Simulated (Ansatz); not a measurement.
Al₃⁺, relaxed as a singlet with RKS PBE0-D4/def2-TZVP in Ansatz, starting from the GFN2-xTB geometry. Force threshold 0.02 eV/Å.

The restricted singlet is unstable: a solution with broken spin symmetry lies lower. At PBE0-D4/def2-TZVP a triplet of charge 1 lies 0.40 eV below the restricted singlet, each at its own geometry. The structure comes from a short search, and lower isomers may exist.

Start:

```csv
atom,x (Å),y (Å),z (Å)
Al1,0.0406,1.3308,0.8496
Al2,1.2229,-0.9945,0.0354
Al3,-1.2635,-0.3363,-0.8850
```

(1) Estimate the energy that the relaxation releases and the steps that it takes.

(2) Does the start keep its bonding and symmetry?

(3) Predict the relaxed structure.

## Answers

(1) 0.16 eV, in 4 steps; 4 s on 2 threads of Arm Neoverse V2 on a shared host. No frequencies were taken in this run, so the end may be a saddle point.

(2) By distances, no bond broke or formed. The bond that changes most is Al1–Al3, from 2.74 to 2.54 Å (atoms count from 1). Point group D3h at the start, D3h at the end, both within 0.05 Å.

(3) 
```xyz
3

Al    0.0367    1.2371    0.7892
Al    1.1386   -0.9257    0.0332
Al   -1.1753   -0.3115   -0.8224
```
Bond lengths (bridged metal pairs left out): 3 × Al–Al 2.54 Å.
